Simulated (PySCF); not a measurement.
Molecule: SMILES Cc1cccs1, C$_{5}$H$_{6}$S.

Molfile (atoms numbered from 1):
```
C5H6S
     RDKit          3D

 12 12  0  0  0  0  0  0  0  0999 V2000
   -1.9948    0.1654    0.1690 C   0  0  0  0  0  0  0  0  0  0  0  0
   -0.5047    0.1493    0.1002 C   0  0  0  0  0  0  0  0  0  0  0  0
    0.3204   -0.8419   -0.3697 C   0  0  0  0  0  0  0  0  0  0  0  0
    1.7036   -0.5066   -0.3046 C   0  0  0  0  0  0  0  0  0  0  0  0
    1.9134    0.7405    0.2176 C   0  0  0  0  0  0  0  0  0  0  0  0
    0.4302    1.5074    0.6278 S   0  0  0  0  0  0  0  0  0  0  0  0
   -2.3577    0.4595    1.1660 H   0  0  0  0  0  0  0  0  0  0  0  0
   -2.4308    0.8670   -0.5607 H   0  0  0  0  0  0  0  0  0  0  0  0
   -2.3889   -0.8364   -0.0517 H   0  0  0  0  0  0  0  0  0  0  0  0
   -0.0611   -1.7909   -0.7510 H   0  0  0  0  0  0  0  0  0  0  0  0
    2.5105   -1.1658   -0.6277 H   0  0  0  0  0  0  0  0  0  0  0  0
    2.8600    1.2525    0.3847 H   0  0  0  0  0  0  0  0  0  0  0  0
  1  2  1  0
  2  3  2  0
  3  4  1  0
  4  5  2  0
  5  6  1  0
  6  2  1  0
  1  7  1  0
  1  8  1  0
  1  9  1  0
  3 10  1  0
  4 11  1  0
  5 12  1  0
M  END
```

Geometry PBE0-D3(BJ)/def2-SVP throughout; GIAO in PySCF 2.14, gas phase, one conformer, non-relativistic; equivalent atoms averaged; basis pcSseg-1.

**Question.** How do the absolute shieldings σ depend on the functional? (a selection of nuclei; ppm; last column core-seconds on shared hosts with different chips, so compare them loosely)

**Answer.** 
```csv
functional,kind,C2,C5,C4,C3,C1,S6,H12,H11,H10,core-s
HF,Hartree–Fock,37.1,54.4,58.1,60.9,174.7,336.5,24.57,24.75,24.86,3.9
LDA,LDA,30.0,46.9,46.9,47.4,164.3,218.6,23.95,23.97,24.05,11
PBE,GGA,35.3,51.8,51.7,52.1,162.3,248.7,24.37,24.39,24.47,14
BLYP,GGA,27.9,45.7,46.6,47.1,157.2,228.7,24.63,24.66,24.73,14
BP86,GGA,34.5,51.1,51.2,51.7,161.7,245.7,24.44,24.46,24.54,13
OPBE,GGA,48.2,62.7,61.9,62.2,166.9,286.4,24.29,24.31,24.42,14
KT2,GGA,47.1,62.8,62.6,62.8,165.3,297.6,24.42,24.46,24.52,16
KT3,GGA,47.7,63.2,63.4,63.5,163.9,300.1,24.56,24.62,24.68,16
B97-D,GGA,37.6,54.2,54.8,55.3,160.8,258.9,24.63,24.68,24.75,16
B3LYP,global hybrid,28.7,46.1,48.2,49.0,161.5,245.2,24.51,24.62,24.68,11
PBE0,global hybrid,36.2,52.3,53.4,54.3,167.0,269.0,24.29,24.36,24.46,18
mPW1PW91,global hybrid,34.9,51.1,52.5,53.3,165.9,265.4,24.33,24.44,24.52,11
WP04,global hybrid,20.9,37.6,41.3,42.0,153.0,223.5,24.78,24.97,25.05,16
B97-2,global hybrid,38.5,54.6,55.8,56.6,165.8,276.2,24.43,24.54,24.61,16
BHandHLYP,global hybrid,30.5,47.7,50.9,52.4,166.9,273.6,24.44,24.61,24.68,15
CAM-B3LYP,range-separated hybrid,28.1,45.5,48.5,49.7,165.8,250.5,24.36,24.52,24.59,20
wB97X-D,range-separated hybrid,33.7,50.2,52.3,53.6,167.2,265.7,24.36,24.50,24.59,21
LC-wPBE,range-separated hybrid,33.9,49.6,52.4,54.0,172.0,271.5,24.20,24.39,24.50,30
```

**Question.** Which nucleus among those listed moves most, in ppm?

**Answer.** S6 (aromatic ring sulfur): from 218.6 ppm with LDA to 336.5 ppm with HF. The smallest spread is 0.83 ppm, at H12. Proton shifts span only some 12 ppm, so a few tenths of a ppm matter as much there as several ppm in carbon.
